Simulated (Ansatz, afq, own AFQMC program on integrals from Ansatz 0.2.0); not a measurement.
Integrals from Ansatz 0.2.0, then the random walk in our own AFQMC program (afq).

```yaml
crystal:
  periodic: [false, false, false]
  atoms:
    - {symbol: V, position_ang: [0.030584, -0.030612, 0.031977]}
    - {symbol: H, position_ang: [1.008381, 0.950299, 1.047527]}
    - {symbol: H, position_ang: [-0.951198, -1.006182, 1.048826]}
    - {symbol: H, position_ang: [-2.613745, 2.616069, -2.732749]}
    - {symbol: H, position_ang: [1.010814, -1.013065, -0.979730]}
basis:
  gaussian: {orbitals: def2-SVP}
magnetization: {spin_polarized: true, initial_magnetization: 3}
correlation: {method: ccsd_t, electrons: outside_noble_gas, hamiltonian_folder: ham}
```

```sh
$ ansatz run in.yaml --threads 1 --pin off --events-out ev --progress --plain --max-ram 1382MiB
```

afq runs on the folder ham with

```
--method phaseless --trial hf --walkers 120 --populations 1 --least-time 40 --time-step 0.005 --steps-per-block 20 --equilibration-blocks 160 --max-blocks 600 --target-error 0.00216 --factor-cut 1e-05 --start spin_pure --seed 7787 --taylor-order 6
```

Times are imaginary, in 1/Eh. The walk had a cap of 1546 s.

Output of the walk:

```
orbitals 42  electrons 6 3  factors 342 of 555
reference energy -944.89413075 Eh
CCSD correlation -0.14057455 Eh in 23 cycles, weight of the determinant in the CISD state 0.8716
energy of the start -944.896618 Eh
 block  time / (1/Eh)  mean weight  energy / Eh
     1     0.100  0.9996  -944.922123
     2     0.200  1.0011  -944.942552
     3     0.300  0.9996  -944.957754
     4     0.400  1.0015  -944.973593
     5     0.500  1.0020  -944.986445
     9     0.900  0.9999  -944.996539
    43     4.300  1.0002  -945.032144
    99     9.900  1.0022  -945.044360
   155    15.500  0.9993  -945.025610
   211    21.100  0.9990  -945.065119
   267    26.700  1.0005  -945.037596
   323    32.300  0.9973  -945.030142
   379    37.900  1.0017  -945.050939
   421    42.100  1.0016  -945.018240
   435    43.500  1.0012  -945.042079
   491    49.100  0.9949  -945.038997
   547    54.700  0.9995  -945.093472
blocks merged  error / Eh  count
     1  0.000731  400
     2  0.000969  200
     4  0.001233  100
     8  0.001480  50
    16  0.001812  25
    32  0.002023  12
energy -945.042959 +/- 0.001812 Eh
(rows thinned)
```

The run passed its tests (sampling time, drift between the halves within three errors, error under three times the target), which doesn't prove that it has relaxed. The second half of the sampling lies below the first by 1.7 errors of their difference, so the energy may still be moving and its error bar be too small.

Against this walk (error 49.3 meV) on the same determinant: CCSD(T) 49.0 meV higher (within the noise), CCSDT(Q) 29.4 meV lower (within the noise), a separate phaseless walk with a CISD trial and standard settings 30.7 ± 51.8 meV higher (within the noise). The error is statistical and leaves out the bias of the constraint. The determinant has ⟨S²⟩ = 3.86, so the low cluster orders mix in higher spin (the high orders can go on to a lower state of that spin), while the walk starts as a pure quartet. None of these is a sure reference here.

Cautions: constraint bias not in the error; no relativity below Rb; outer-core shells of the metal frozen; lower spins were not checked; higher spins were not checked; raised T1 diagnostic (T1 0.048, weight of the determinant 0.87, largest double 0.05); unrestricted determinant spin contaminated (⟨S²⟩ 3.86 against 3.75); the bias of populations of 120 walkers isn't removed.

The walk took 7.9 min on 1 thread of Arm Neoverse N1, on a shared host. The log's last line is the phaseless energy.

CCSDT and higher add their correlation energy to the determinant of the CCSD(T) run, since their own runs factorise the integrals more tightly (a shift of under 2 meV). A walk keeps the symmetry of its determinant, which the program's search chose and which needn't be the lowest solution, so a lower state of the same spin and another symmetry isn't excluded.
